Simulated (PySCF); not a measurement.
Gas-phase reaction: 2 Al(CH3)Cl2 + C2H6 = 2 Al(CH3)2Cl + 2 Cl

Computed with PySCF and rigid-rotor harmonic-oscillator thermochemistry at 1 bar. † marks an energy on the PBE0/def2-TZVP geometry and frequencies; other levels use their own. MP2 and CCSD(T) freeze the core. 6-31G* has spherical d functions here. Open shells (unrestricted): Cl (multiplicity 2, electronic degeneracy 6); the rest are closed-shell singlets. Spin-orbit splitting is ignored; it lowers the true energy and changes the entropy of Cl. Methyl groups turn as free rotors in Al(CH3)Cl2, Al(CH3)2Cl. Al(CH3)Cl2, Al(CH3)2Cl: computed as isolated molecules; such fragments, hydroxides, amides, oligomers or adducts are transient or little studied in the gas. MP2 isn't extrapolated to the basis-set limit; its ΔH°(298 K) is 674.2 kJ in def2-SVP and 698.6 kJ in def2-TZVPP. CCSD(T) isn't extrapolated to the basis-set limit; its ΔH°(298 K) is 650.9 kJ in def2-SVP and 663.1 kJ in def2-TZVPP. The harmonic model lacks anharmonicity and excited electronic states, which grow with temperature; levels with a mode under 35 cm⁻¹ are left out. Internal rotation in C2H6 is treated as a harmonic vibration of one conformer, which makes the entropy rough.

```json
[
 {"level": "BLYP/def2-TZVP†", "ΔE electronic, kJ": "666", "ΔH°(298 K), kJ": "651", "ΔS°(298 K), J/K": "132", "ΔG°(2500 K), kJ": "288"},
 {"level": "CCSD(T)/def2-SVP†", "ΔE electronic, kJ": "666", "ΔH°(298 K), kJ": "651", "ΔS°(298 K), J/K": "132", "ΔG°(2500 K), kJ": "288"},
 {"level": "CCSD(T)/def2-TZVPP†", "ΔE electronic, kJ": "679", "ΔH°(298 K), kJ": "663", "ΔS°(298 K), J/K": "132", "ΔG°(2500 K), kJ": "300"},
 {"level": "HF/6-31G*", "ΔE electronic, kJ": "560", "ΔH°(298 K), kJ": "543", "ΔS°(298 K), J/K": "131", "ΔG°(2500 K), kJ": "182"},
 {"level": "HF/def2-TZVP†", "ΔE electronic, kJ": "571", "ΔH°(298 K), kJ": "555", "ΔS°(298 K), J/K": "132", "ΔG°(2500 K), kJ": "193"},
 {"level": "MP2/def2-TZVPP†", "ΔE electronic, kJ": "714", "ΔH°(298 K), kJ": "699", "ΔS°(298 K), J/K": "132", "ΔG°(2500 K), kJ": "336"},
 {"level": "PBE/def2-SVP", "ΔE electronic, kJ": "707", "ΔH°(298 K), kJ": "693", "ΔS°(298 K), J/K": "132", "ΔG°(2500 K), kJ": "330"},
 {"level": "PBE0/def2-QZVP†", "ΔE electronic, kJ": "693", "ΔH°(298 K), kJ": "678", "ΔS°(298 K), J/K": "132", "ΔG°(2500 K), kJ": "315"},
 {"level": "PBE0/def2-TZVP", "ΔE electronic, kJ": "695", "ΔH°(298 K), kJ": "679", "ΔS°(298 K), J/K": "132", "ΔG°(2500 K), kJ": "317"},
 {"level": "ωB97X-V/def2-TZVP†", "ΔE electronic, kJ": "698", "ΔH°(298 K), kJ": "682", "ΔS°(298 K), J/K": "132", "ΔG°(2500 K), kJ": "319"}
]
```
ΔH° is lowest at HF/6-31G* and highest at MP2/def2-TZVPP†. No reference value is set beside these.
